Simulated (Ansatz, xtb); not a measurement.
Two isomers of C6H11+

We compare a, `C/C=C(\C)[CH+]C`, a singlet, with b, `C/C=C\[C+](C)C`, a singlet. Both are isolated ions in the gas phase, relaxed with PBE0-D3(BJ)/def2-SVP; the shapes shown needn't be the lowest conformers.

a (Å):

```xyz
17

C     0.7124    0.8268    0.2160
C     0.0967   -0.4919    0.2383
C    -0.6443   -1.0739   -0.7886
C    -0.8913   -0.3572   -2.0860
C    -1.1574   -2.3563   -0.5792
C    -1.0550   -3.2446    0.5755
H     0.5661    1.3927   -0.7098
H     0.3395    1.4077    1.0829
H     1.7934    0.7194    0.4333
H     0.2390   -1.0695    1.1586
H     0.0545   -0.1178   -2.5949
H    -1.4918   -0.9702   -2.7702
H    -1.4317    0.5872   -1.9223
H    -1.7336   -2.7716   -1.4183
H    -0.6230   -4.2053    0.2358
H    -0.4900   -2.8724    1.4365
H    -2.0790   -3.5184    0.8939
```

b (Å):

| atom | x (Å) | y (Å) | z (Å) |
| --- | --- | --- | --- |
| C | -0.2528 | 2.1313 | -0.1517 |
| C | -0.1663 | 1.3433 | 1.0791 |
| C | -0.6423 | 0.0922 | 1.4146 |
| C | -1.4444 | -0.7847 | 0.6592 |
| C | -2.0541 | -0.4704 | -0.6506 |
| C | -1.7317 | -2.1140 | 1.2194 |
| H | 0.7427 | 2.5530 | -0.3750 |
| H | -0.8735 | 3.0250 | 0.0634 |
| H | -0.6473 | 1.6219 | -1.0334 |
| H | 0.3997 | 1.8342 | 1.8826 |
| H | -0.3498 | -0.2751 | 2.4023 |
| H | -2.8372 | -1.1930 | -0.9133 |
| H | -2.4582 | 0.5494 | -0.7008 |
| H | -1.2692 | -0.5484 | -1.4280 |
| H | -2.8069 | -2.1383 | 1.4905 |
| H | -1.6288 | -2.8891 | 0.4403 |
| H | -1.1363 | -2.3673 | 2.1042 |

Quicker runs give these differences E(b) − E(a): GFN2-xTB −5.77 kcal/mol; HF/STO-3G −3.97 kcal/mol (at GFN2-xTB geometries); r2SCAN-D4/def2-SVP −2.93 kcal/mol (at GFN2-xTB geometries).

Q: Estimate E(b) − E(a) at the level CCSD(T)/def2-SVP + ΔMP2/def2-TZVPP.

A: Too close to call at this level: CCSD(T)/def2-SVP + ΔMP2/def2-TZVPP gives E(b) − E(a) = −2.00 kcal/mol.

The same difference at several levels:

```csv
level,geometry,E(b) − E(a) (kcal/mol),departure from the last row (kcal/mol),"job, with rough time for the two"
GFN2-xTB,GFN2-xTB,−5.77,−3.77,"optimisation, 0.33 s"
HF/STO-3G,GFN2-xTB,−3.97,−1.97,"single point, 0.32 s"
r2SCAN-D4/def2-SVP,GFN2-xTB,−2.93,−0.93,"single point, 3.6 s"
PBE0-D3(BJ)/def2-SVP,PBE0-D3(BJ)/def2-SVP,−2.90,−0.90,"optimisation, 99 s"
HF/def2-SVP,PBE0-D3(BJ)/def2-SVP,−2.95,−0.95,part of the CCSD(T) run
MP2/def2-SVP,PBE0-D3(BJ)/def2-SVP,−1.73,+0.27,part of the CCSD(T) run
CCSD(T)/def2-SVP,PBE0-D3(BJ)/def2-SVP,−1.91,+0.09,single point
CCSD(T)/def2-SVP + ΔMP2/def2-TZVPP,PBE0-D3(BJ)/def2-SVP,−2.00,,"single point, 59 s"
```

As drawn, both hold the same kinds of bond in the same numbers.

The largest departure from CCSD(T)/def2-SVP + ΔMP2/def2-TZVPP is that of GFN2-xTB, 3.77 kcal/mol. The last row adds to CCSD(T) the change of the MP2 difference between the two basis sets, here −0.09 kcal/mol.

With thermal terms from frequencies at re-optimised GFN2-xTB minima (ideal gas, soft modes damped towards free rotors, one conformer each, 298.15 K, 1 atm): on the last row, ΔE + ΔZPE = −1.59, ΔH = −1.83, ΔG = −1.11 kcal/mol.

The correlated steps freeze 6 core orbitals. Codes used: Ansatz 0.2.0, xtb 6.7.1; the last row on 4 threads of Arm Neoverse V1 on a shared host.
